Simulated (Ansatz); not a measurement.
# AlNH (doublet): the correlation ladder, def2-QZVPP

The task here is to estimate one member of a computed series from the others.

The runs use Ansatz 0.2.0, Gaussian basis; def2-QZVPP, core rule «outside noble gas», up to 6 orbitals frozen.

To be run: UHF; ROHF; CCSD(T) on UHF.

**The geometry**

The geometry is a PBE0/def2-TZVP stationary point (not a proven minimum) of the parent state, kept for this charge and spin.

3 atoms, charge 0, spin multiplicity 2.

Atoms are counted from 1 here; the program's logs count them from 0.

Bond lengths: Al1–N2 1.909 Å, N2–H3 1.029 Å. Angles: Al1–N2–H3 108.4°.

Set-up of the first run:

Input file in.yaml:

```yaml
crystal:
  periodic: [false, false, false]
  atoms:
    - {symbol: Al, position_ang: [0.000000, -0.031887, 0.689947]}
    - {symbol: N, position_ang: [0.000000, 0.120874, -1.212902]}
    - {symbol: H, position_ang: [0.000000, -0.826124, -1.614269]}
basis:
  gaussian: {orbitals: "def2-QZVPP.json"}
magnetization: {spin_polarized: true, initial_magnetization: 1}
hamiltonian: {xc: hf}
output: {orbitals: {seedname: orbitals}}
```

Command:

```console
$ ansatz run in.yaml --threads 1 --pin off --events-out ev --progress --plain --max-ram 2393MiB
```

Steps of the session up to this table: UHF; ROHF; CCSD(T) on UHF.

One of the session's tables, all rows but one given; the rest of the session is left out.

| method | from UCCSD(T) (meV) |
| --- | --- |
| ROHF | ? |
| UHF | +7499.4 |
| UMP2 | +884.0 |
| UCCSD | +284.0 |
| UCCSD(T) | 0 |

**Question.** Estimate the row for ROHF.

The run gave: from UCCSD(T) (meV): +7624.7. In the column «from UCCSD(T) (meV)» it is the highest.
